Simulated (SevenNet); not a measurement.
Rock-salt HfN

These are the machine-learned potential SevenNet-l3i5 (trained on PBE and PBE+U data) values and carry that method's errors.

Cell (relaxed at this level):

```cif
data_HfN
_chemical_formula_sum 'Hf1 N1'
_space_group_name_H-M_alt 'P 1'
_space_group_IT_number 1
_cell_length_a 3.20822
_cell_length_b 3.20822
_cell_length_c 3.20822
_cell_angle_alpha 60.000
_cell_angle_beta 60.000
_cell_angle_gamma 60.000
loop_
_space_group_symop_operation_xyz
  'x, y, z'
loop_
_atom_site_label
_atom_site_type_symbol
_atom_site_fract_x
_atom_site_fract_y
_atom_site_fract_z
_atom_site_occupancy
Hf1 Hf 0.00000 0.00000 0.00000 1
N1 N 0.50000 0.50000 0.50000 1
```

```json
{
  "lattice_parameter_a": "4.537 Å",
  "volume_per_atom": "11.67 Å³/atom"
}
```

Measured, for comparison: lattice constant a 4.524 Å, equilibrium volume per atom 11.57 Å³/atom (room temperature, no zero-point or thermal correction; as tabulated in Seo, Lee, Wen, Petrov, Greene, Gall, J. Appl. Phys. 96, 878 (2004)). Computed (rounded) less measured: lattice constant a +0.3 %, equilibrium volume per atom +0.9 %.

A machine-learned potential is trained on density-functional data: it inherits that level's misses and adds fitting errors of its own.
